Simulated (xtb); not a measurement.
**GFN2-xTB run of CH4OSi (SMILES CO[SiH])**

Aim: the vertical ionisation energy of CH4OSi at GFN2-xTB, from 2 runs. 

The calculation is run with xtb 6.7.1.

2 further runs of the same task are left out: 2 set aside as unsound or not needed.

### 1 The structure to begin with

CH4OSi: 7 atoms, total charge 0, spin state singlet. As SMILES, `CO[SiH]`. The shape is that of a PBE0-D4/def2-TZVP optimisation. This is one conformer, not always the lowest.

Bond lengths: C1–O2 1.410 Å, O2–Si3 1.639 Å, C1–H4 1.092 Å, C1–H5 1.095 Å, C1–H6 1.092 Å, Si3–H7 1.552 Å. Angles: C1–O2–Si3 130.6°, O2–C1–H4 109.2°, O2–C1–H5 110.9°, O2–C1–H6 109.2°, O2–Si3–H7 97.1°, H4–C1–H5 109.5°, H4–C1–H6 108.5°, H5–C1–H6 109.5°.

### 2 Energy and forces at GFN2-xTB

Input file .CHRG:

```
0
```

Input file .UHF:

```
0
```

Input file input.xyz:

```xyz
7
start
C     -0.51240000     0.48550000    -0.33850000
O     -0.44320000    -0.44650000     0.71760000
Si     0.79690000    -1.38730000     1.22990000
H     -1.29640000     0.18080000    -1.03550000
H      0.44380000     0.54750000    -0.86870000
H     -0.76930000     1.46750000     0.06540000
H      1.84170000    -0.91560000     0.18410000
```

Started as:

```
$ xtb input.xyz --grad --gfn 2 --json > run.log 2> xtb.err
```

The log of the run, cut to the lines that bear on the results:

```text
* xtb version 6.7.1
[...]
          :  # basis functions                  22          :
[...]
          :  # electrons                        18          :
[...]
          :  Hamiltonian                  GFN2-xTB          :
[...]
          :  net charge                          0          :
          :  unpaired electrons                  0          :
[...]
   *** convergence criteria satisfied after 12 iterations ***
[...]
         ::                     SUMMARY                     ::
         :::::::::::::::::::::::::::::::::::::::::::::::::::::
         :: total energy              -9.954930611244 Eh    ::
         :: gradient norm              0.020866730053 Eh/a0 ::
         :: HOMO-LUMO gap              2.784662860700 eV    ::
         ::.................................................::
         :: SCC energy               -10.027978034066 Eh    ::
         :: -> isotropic ES            0.023805936339 Eh    ::
         :: -> anisotropic ES         -0.001921814017 Eh    ::
         :: -> anisotropic XC         -0.004371932141 Eh    ::
         :: -> dispersion             -0.003170953201 Eh    ::
         :: repulsion energy           0.073047422822 Eh    ::
         :: add. restraining           0.000000000000 Eh    ::
         :: total charge              -0.000000000000 e     ::
         :::::::::::::::::::::::::::::::::::::::::::::::::::::
[...]
         9        2.0000           -0.3279369              -8.9236 (HOMO)
        10                         -0.2256024              -6.1390 (LUMO)
[...]
     #   Z          covCN         q      C6AA      α(0)
     1   6 C        3.661     0.049    20.019     6.420
     2   8 O        1.619    -0.389    20.653     6.134
     3  14 Si       1.686     0.391   185.297    28.940
     4   1 H        0.924     0.032     2.556     2.500
     5   1 H        0.924     0.026     2.645     2.543
     6   1 H        0.924     0.032     2.557     2.500
     7   1 H        0.878    -0.142     7.321     4.236
[...]
     #   Z sym  total        # sym  WBO       # sym  WBO       # sym  WBO
 ---------------------------------------------------------------------------
     1   6 C    3.959 --     2 O    0.985     5 H    0.982     4 H    0.980
                             6 H    0.980
     2   8 O    2.240 --     3 Si   1.198     1 C    0.985
     3  14 Si   2.191 --     2 O    1.198     7 H    0.939
     4   1 H    0.999 --     1 C    0.980
     5   1 H    0.999 --     1 C    0.982
     6   1 H    0.999 --     1 C    0.980
     7   1 H    0.980 --     3 Si   0.939
 ---------------------------------------------------------------------------
[...]
molecular dipole:
                 x           y           z       tot (Debye)
 q only:        0.270      -0.281       0.200
   full:        0.269       0.255      -0.425       1.432
molecular quadrupole (traceless):
[...]
          | TOTAL ENERGY               -9.954930611244 Eh   |
          | GRADIENT NORM               0.020866730053 Eh/α |
          | HOMO-LUMO GAP               2.784662860700 eV   |
           -------------------------------------------------
[...]
```

Standard error:

```text
normal termination of xtb
```

It took 0.055 s on 1 thread of Intel Xeon Platinum 8259CL at 2.50GHz (Skylake/Cascade Lake), shared host.

### 3 The doublet cation: the energy at GFN2-xTB

Input file start.xyz:

```xyz
7

C     -0.51240000     0.48550000    -0.33850000
O     -0.44320000    -0.44650000     0.71760000
Si     0.79690000    -1.38730000     1.22990000
H     -1.29640000     0.18080000    -1.03550000
H      0.44380000     0.54750000    -0.86870000
H     -0.76930000     1.46750000     0.06540000
H      1.84170000    -0.91560000     0.18410000
```

Started as:

```
$ xtb start.xyz --sp --gfn 2 --molden -v --chrg 1 -u 1 -P 1 > start.out
```

The log of the run, cut to the lines that bear on the results:

```text
* xtb version 6.7.1
[...]
          :  # basis functions                  22          :
[...]
          :  # electrons                        17          :
[...]
          :  Hamiltonian                  GFN2-xTB          :
[...]
          :  net charge                          1          :
          :  unpaired electrons                  1          :
[...]
   *** convergence criteria satisfied after 12 iterations ***
[...]
         ::                     SUMMARY                     ::
         :::::::::::::::::::::::::::::::::::::::::::::::::::::
         :: total energy              -9.486415487550 Eh    ::
         :: gradient norm              0.082279767893 Eh/a0 ::
         :: HOMO-LUMO gap              2.542874428376 eV    ::
         ::.................................................::
         :: HOMO orbital eigv.       -16.584435346355 eV    ::
         :: LUMO orbital eigv.       -14.041560917979 eV    ::
         ::.................................................::
         :: SCC energy                -9.559462910372 Eh    ::
         :: -> isotropic ES            0.125300978206 Eh    ::
         :: -> anisotropic ES         -0.005138779968 Eh    ::
         :: -> anisotropic XC          0.000920958412 Eh    ::
         :: -> dispersion             -0.002284601475 Eh    ::
         :: repulsion energy           0.073047422822 Eh    ::
         :: add. restraining           0.000000000000 Eh    ::
         :: total charge               1.000000000020 e     ::
[...]
         9        1.0000           -0.6094668             -16.5844 (HOMO)
        10                         -0.5160179             -14.0416 (LUMO)
[...]
     #   Z          covCN         q      C6AA      α(0)
     1   6 C        3.661    -0.016    21.140     6.597
     2   8 O        1.619    -0.192    17.235     5.603
     3  14 Si       1.686     0.677   172.545    27.926
     4   1 H        0.924     0.135     1.501     1.916
     5   1 H        0.924     0.081     1.964     2.192
     6   1 H        0.924     0.134     1.502     1.916
     7   1 H        0.878     0.181     1.208     1.721
[...]
          | TOTAL ENERGY               -9.486415487550 Eh   |
          | GRADIENT NORM               0.082279767893 Eh/α |
          | HOMO-LUMO GAP               2.542874428376 eV   |
           -------------------------------------------------
[...]
```

Standard error:

```text
normal termination of xtb
```

Run time: 0.068 s. Hardware: 1 thread of Intel Xeon Platinum 8259CL at 2.50GHz (Skylake/Cascade Lake), shared host.

### 4 Summary of results

Level: GFN2-xTB.

```
                                          quantity         value
                      singlet CH4OSi: total energy   -9.95493 Eh
                     singlet CH4OSi: dipole moment        1.43 D
                       singlet CH4OSi: HOMO energy      -8.92 eV
                       singlet CH4OSi: LUMO energy      -6.14 eV
                     singlet CH4OSi: HOMO–LUMO gap       2.78 eV
                 singlet CH4OSi: dispersion energy  -8.33 kJ/mol
          singlet CH4OSi: largest force on an atom    0.750 eV/Å
    singlet CH4OSi: mean polarisability (D4 model)    53.3 bohr³
                      doublet cation: total energy   -9.48642 Eh
       doublet cation: HOMO energy (partly filled)     -16.58 eV
                       doublet cation: LUMO energy     -14.04 eV
                 doublet cation: dispersion energy  -6.00 kJ/mol
    doublet cation: mean polarisability (D4 model)    47.9 bohr³
vertical ionisation energy (to the doublet cation)     12.749 eV
```

What this shows: The vertical ionisation energy comes to 12.75 eV (1230 kJ/mol). The largest force (singlet CH4OSi) is 0.75 eV/Å: the shape isn't a stationary point for this species at this level. No empirical shift is applied, and without it xTB methods put this difference several eV too high. Mulliken charges (doublet cation) run from -0.19 on O2 to +0.68 on Si3.
